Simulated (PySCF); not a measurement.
# Reproducing measurements on hydroxyl radical

**The experiment to reproduce.**

Liu, Meijer, Perez-Rios, Phys. Chem. Chem. Phys. 22 (2020) 24191 lists, for the gas: dipole moment 1.6498 D.

The runs below try to reproduce these values; the comparison stands at the end.

Species: hydroxyl radical, HO (doublet state).
SMILES with atom numbers: `[OH:1]` (hydrogens: H2 on O1)

Structure used (PBE0-D3(BJ)/def2-SVP), in Å, numbered top down from 1:
```
atom  x, y, z in Å
O1     0.4908   -0.0062   -0.0052
H2    -0.4853    0.0087   -0.0231
```

The PySCF runs (gas phase, on this PBE0-D3(BJ)/def2-SVP geometry; no spin–orbit coupling):

```tsv
level	job	basis functions	wall time
PBE0-D3(BJ)/def2-SVP, grid level 1	geometry optimisation from a GFN2-xTB start	19	0.8 s
```

Hardware: one thread of an Arm Neoverse V1 (shared host).

**Comparison with experiment**

**Dipole moment.** Measured: 1.6498 D (Liu, Meijer, Perez-Rios, Phys. Chem. Chem. Phys. 22 (2020) 24191).

```tsv
level	computed (D)	computed − measured (D)	% (from the printed values)
PBE0-D3(BJ)/def2-SVP	1.74	+0.09	+5
```

The computed dipoles belong to one fixed geometry; measured ones are averaged over vibrations unless marked μe. Magnitudes are compared, not signs.

The geometry is computed, not the measured one. Where a level misses, the cause wasn't examined.
